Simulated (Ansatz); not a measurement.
Basis-set series for C3H5NO2, SMILES `C/C=N/C(=O)O`. Total charge 0; spin multiplicity 1. Geometry: relaxed with PBE0-D4/def2-TZVP. It is one conformer, not always the lowest.

```tsv
functional	basis	functions	energy (Eh)	HOMO (eV)	LUMO (eV)
PBE0-D4	def2-SVP	109	-321.94032	-7.56	-1.11
PBE0-D4	def2-QZVPP	492	-322.32761	-7.77	-1.33
ωB97M-V	def2-SVP	109	-322.17526	-9.95	1.21
ωB97M-V	def2-QZVPP	492	-322.57437	-10.19	0.90
```

Problem. Give the rows for def2-TZVPP. (Estimate.)

Solution. Computed: 
```json
{"functional": "PBE0-D4", "basis": "def2-TZVPP", "functions": "256", "energy (Eh)": "-322.31030", "HOMO (eV)": "-7.73", "LUMO (eV)": "-1.28"}
{"functional": "ωB97M-V", "basis": "def2-TZVPP", "functions": "256", "energy (Eh)": "-322.55784", "HOMO (eV)": "-10.15", "LUMO (eV)": "0.98"}
```

Positive LUMOs are unbound and depend on the basis.
